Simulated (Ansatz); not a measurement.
MgSiP₂ (I-42d, No. 122, 8 atoms in the cell), treated with PBEsol-D3(BJ) (Ansatz, an electronic-structure program, PAW).

Settings: plane-wave cutoff 520 eV, 8×8×8 k mesh, Fermi–Dirac smearing 0.01 eV, scalar-relativistic PAW data made under PBE.

Computed at the level's own relaxed cell.

```xyz
8
Lattice="-2.8545 2.8545 4.9383 2.8545 -2.8545 4.9383 2.8545 2.8545 -4.9383" Properties=species:S:1:pos:R:3 pbc="T T T"
Mg     0.0000     0.0000     0.0000
Mg     0.0000     2.8545     2.4691
Si     0.0000     0.0000     4.9383
Si     2.8545     0.0000     2.4691
P      1.1896     1.4273     6.1728
P      1.4273    -1.1896     3.7037
P      1.6649     1.4273     1.2346
P      1.4273     4.0441    -1.2346
```

Q: List the 22 lowest band energies at Γ above −25 eV (eV, relative to the valence band maximum), grouping those that round alike.

A: At Γ: -12.57, -9.61 (×2), -9.33, -8.37, -5.03, -4.37 (×2), -4.00, -3.37, -2.87, -1.93 (×2), -0.39 (×2), 0.00, 1.02, 2.11, 3.05, 3.85, 3.86 (×2).
